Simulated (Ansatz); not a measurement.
Results of PBE-D4 (PAW; Ansatz, a first-principles code) for corundum (α-Al2O3).

Settings: plane-wave cutoff 520 eV, 8×8×8 k mesh, Fermi–Dirac smearing 0.01 eV, scalar-relativistic PAW data made under PBE.

Computed at the level's own relaxed cell.

Q: What does this level give for the equilibrium volume per atom, lattice constant a, c axis length and bulk modulus B0?

A: 
* **equilibrium volume per atom**: 8.59 Å³/atom
* **lattice constant a**: 4.778 Å
* **c axis length**: 13.032 Å
* **bulk modulus B0**: 240 GPa

Measured, for comparison: lattice constant a 4.759 Å, lattice parameter c 12.991 Å (temperature not stated, not corrected to a static lattice; as tabulated in Lallet et al. (2009), arXiv:0801.3594); bulk modulus 254 GPa (298 K, copied from a table, unchecked, not corrected to a static lattice, with K' = 4.34, our sources range from 239 to 254; as tabulated in BurnMan's mineral tables). Computed (rounded) less measured: lattice constant a +0.4 %, lattice parameter c +0.3 %, bulk modulus not scored (unchecked).

Note: the bulk modulus comes from volumes at which shape and atoms were relaxed.

Computed values are for the static lattice.

The result took about 6 core-minutes (a rough figure).
